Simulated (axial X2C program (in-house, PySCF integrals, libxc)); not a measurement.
**Correcting the dissociation energy of SiH⁺ for spin–orbit coupling**

A spin-free CCSD(T) curve (one-electron X2C) was computed with an in-house relativistic program for diatomic molecules, basis Si dyall-v3z [8s7p2d1f], H dyall-v3z [6s2p1d] (cores contracted in-house), for the state M_S = 0, Λ = 0 (closed shell). It gives D0 = 3.208 eV to Si+ + H, which in a spin-free picture are the weighted means of the ground terms.

Correlated methods: 4 electrons correlated (number of frozen shells: Si 2 s, 1 p; H none), 102 virtual spin orbitals or spinors in MP2, 64 natural virtuals in coupled cluster.

Measured levels of the ground terms (NIST Handbook of Basic Atomic Spectroscopic Data), in cm⁻¹: Si+ 2P: J = 1/2 at 0, J = 3/2 at 287.2; H 2S: J = 1/2 at 0.

The molecular state has Λ = 0, so it has no first-order lowering.

Problem. How far does each ground level lie under the (2J+1)-weighted mean of its term?

Solution. Si+: (2 × 0 + 4 × 287.2)/6 = 191 cm⁻¹; H: a single level, 0.

Problem. Correct D0.

Solution. D0 = 3.208 + (0 − 191)/8065.5 = 3.184 eV at CCSD(T) with these spin–orbit terms. The direct two-component run gives 3.189 eV; the difference holds second-order terms in the molecule, scalar two-electron terms, the gap between measured and computed atomic splittings (a 2c atom can miss part of its lowering) and, in coupled cluster, the truncation of each run.

Second-order spin–orbit effects in the molecule, which grow quickly with Z, are left out. Occupations by symmetry block were frozen at the best pattern of an incomplete PBE0 search. De is counted from the lowest determinant-based energies of the atoms at the same level, without counterpoise correction. CCSD and (T) use frozen natural virtuals with an MP2 correction for the truncation; (T) itself is uncorrected, so its De runs slightly low.
